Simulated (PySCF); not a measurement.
First SCF of a structure search on singlet H2SiO, at a hand-made T-shaped (ligand arrangement 1) geometry. PySCF input:

```python
from pyscf import gto, scf, dft
mol = gto.M(atom='''
Si     0.000000     0.000000     0.000000
O     -1.639000     0.000000     0.057200
H      0.000000     0.000000     1.480000
H      1.479100     0.000000     0.051700''',
    basis={'Si': 'def2-TZVP', 'O': 'def2-TZVP', 'H': 'def2-TZVP'},
    charge=0, spin=0)
mf = dft.RKS(mol, xc='PBE0')
mf.grids.atom_grid = (50, 194)
aux = {'Si': 'def2-universal-JKFIT', 'O': 'def2-universal-JKFIT', 'H': 'def2-universal-JKFIT'}
mf = mf.density_fit(auxbasis=aux)
mf.conv_tol = 1e-08
mf.diis_space = 10
mf.max_cycle = 60
mf.init_guess = 'minao'
mf.verbose = 4
mf.kernel()
```

Excerpt of the output (cycles and frontier levels):

```
init E= -365.579595254289
  HOMO = -0.308686525768238  LUMO = -0.139350044489828  gap/eV = 4.60788
cycle= 1 E= -365.381160053674  delta_E= 0.198  |g|= 1.04  |ddm|= 1.62
  HOMO = -0.0358803655479645  LUMO = 0.000612107669894363  gap/eV = 0.99301
cycle= 2 E= -361.561050974173  delta_E= 3.82  |g|= 3.24  |ddm|= 3.92
  HOMO = -0.260805540618428  LUMO = -0.122559200465889  gap/eV = 3.76187
cycle= 3 E= -365.628033998729  delta_E= -4.07  |g|= 0.196  |ddm|= 3.72
  HOMO = -0.248254563566014  LUMO = -0.119301776118286  gap/eV = 3.50898
cycle= 4 E= -365.638342307873  delta_E= -0.0103  |g|= 0.155  |ddm|= 0.301
  HOMO = -0.26107148620121  LUMO = -0.119450922137463  gap/eV = 3.85369
cycle= 5 E= -365.64408808957  delta_E= -0.00575  |g|= 0.0485  |ddm|= 0.0949
  HOMO = -0.262606492447908  LUMO = -0.116865637354757  gap/eV = 3.96581
cycle= 6 E= -365.644568772759  delta_E= -0.000481  |g|= 0.0189  |ddm|= 0.0248
  HOMO = -0.264448446401403  LUMO = -0.117326157014352  gap/eV = 4.00340
cycle= 7 E= -365.644649572752  delta_E= -8.08e-05  |g|= 0.000822  |ddm|= 0.0122
  HOMO = -0.264346409490756  LUMO = -0.117152685139365  gap/eV = 4.00535
cycle= 8 E= -365.644649760898  delta_E= -1.88e-07  |g|= 0.000366  |ddm|= 0.0013
  HOMO = -0.264330724966129  LUMO = -0.117163671330852  gap/eV = 4.00462
cycle= 9 E= -365.644649801535  delta_E= -4.06e-08  |g|= 0.000131  |ddm|= 0.000287
  HOMO = -0.264324550616188  LUMO = -0.11716584317603  gap/eV = 4.00439
cycle= 10 E= -365.644649807411  delta_E= -5.88e-09  |g|= 2.55e-05  |ddm|= 0.000173
  HOMO = -0.264317354311991  LUMO = -0.117163606734615  gap/eV = 4.00426
Extra cycle  E= -365.644649806923  delta_E= 4.88e-10  |g|= 6.36e-05  |ddm|= 5.69e-05
converged SCF energy = -365.644649806923
```

No lower solution of this spin was found by a stability analysis within the restricted form, which does not test spin polarisation.

The search for the lowest solution, with the stability check, took 3.4 s on 2 threads of a shared Intel Xeon @ 2.70GHz host, with 80 basis functions; the process peaked at 0.32 GiB.
